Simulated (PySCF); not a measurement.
## EPR parameters of [C3H6]+

Compound: C₃H₆ (charge +1 and doublet state).
Numbering: `[CH2:1][CH+:2][CH3:3]` (hydrogens: H4, H5 on C1; H6 on C2; H7, H8, H9 on C3)

Cartesian coordinates in Å at the GFN2-xTB level; atoms count from 1:
```xyz
9
C3H6 angstrom
C      1.4057   -0.0446   -0.1013
C      0.1493   -0.3862    0.2678
C     -1.0905    0.2641   -0.1075
H      1.6760    0.9705   -0.3767
H      2.2218   -0.7591   -0.1167
H      0.0365   -1.2527    0.9266
H     -1.8272   -0.4502   -0.5067
H     -1.5993    0.5922    0.8138
H     -0.9587    1.0720   -0.8245
```

The hyperfine couplings belong to this conformer and change with its torsions.

Level of theory: PySCF, UKS B3LYP, pcH-1 on C H, non-relativistic, mean-field spin-orbit, GIAO. Geometry: GFN2-xTB; no solvent, vibrations or thermal averaging. The geometry wasn't refined by DFT: couplings that depend on bond lengths, twists or pyramidal angles can differ widely from those at the functional's own minimum, by a factor of two or more for some ions and for spin on atoms past the first row. The frame is twisted about the C1–C2 bond at this geometry (dihedral H5–C1–C2–H6 = 25°); couplings at other torsion angles weren't computed. Stability of the SCF solution: not tested.

```
g1, g2, g3                      : 2.00230, 2.00243, 2.00311
g_iso                           : 2.00261
Form of g                       : rhombic: the two nearest values differ by 16 % of g3 − g1
⟨S²⟩                            : 0.7531 (exact 0.7500)
HOMO–LUMO gap, α and β orbitals : 6.69, 4.80 eV
```

Hyperfine couplings atom by atom, in MHz; T1 to T3 are the principal values of the dipolar part:

| atom | isotope | a_iso | T1 | T2 | T3 | Mulliken spin population |
| --- | --- | --- | --- | --- | --- | --- |
| C1 | 13C | 32.8 | -51.7 | -48.3 | 100.1 | 0.60 |
| C2 | 13C | 3.6 | -33.9 | -26.5 | 60.4 | 0.32 |
| C3 | 13C | -4.6 | -8.1 | -6.2 | 14.3 | 0.01 |
| H4 | 1H | -7.1 | -23.1 | -7.7 | 30.7 | -0.01 |
| H5 | 1H | -6.7 | -23.3 | -8.0 | 31.3 | -0.01 |
| H6 | 1H | 22.5 | -14.8 | -8.3 | 23.0 | 0.00 |
| H7 | 1H | 86.4 | -6.2 | -5.7 | 11.9 | 0.03 |
| H8 | 1H | 162.2 | -6.6 | -2.8 | 9.4 | 0.06 |
| H9 | 1H | -3.6 | -4.8 | -0.9 | 5.7 | 0.00 |

Largest spin populations (Mulliken): C1 (+0.60), C2 (+0.32) and H8 (+0.06). The angles at C1 add up to 360.0°, so it is planar.

C1, the radical centre as drawn in `[CH2][CH+]C`, holds a spin population of +0.60 out of 1.

Axes: g3 points within 7° of the C1–C2 bond.

Under fast tumbling the dipolar parts average out, and these isotropic splittings remain: 3 × 1H (H7/H8/H9, I = 1/2, 4 lines) with 2.91 mT, 1 × 1H (H6, I = 1/2, 2 lines) with 0.80 mT, 1 × 1H (H4, I = 1/2, 2 lines) with 0.25 mT and 1 × 1H (H5, I = 1/2, 2 lines) with 0.24 mT.

Nuclei that the bonding pattern makes equivalent are averaged, as if the motion that swaps them (rotation, inversion, ring flip) were fast. H4 and H5 aren't averaged: C1 is flat or nearly so (angle sum 360°), and its turn about the short C1–C2 bond (1.35 Å) is taken as slow. The three 1H nuclei of mean +81.7 MHz run from -3.6 to 162.2 MHz in the frozen geometry.

The 13C coupling of C1 (32.8 MHz) shows only in satellite lines or after enrichment, since that isotope makes up about 1.07 % of natural carbon.

Examples of negative spin density at the nucleus (bohr⁻³): C3 (-0.0041), H4 (-0.0016) and H5 (-0.0015).
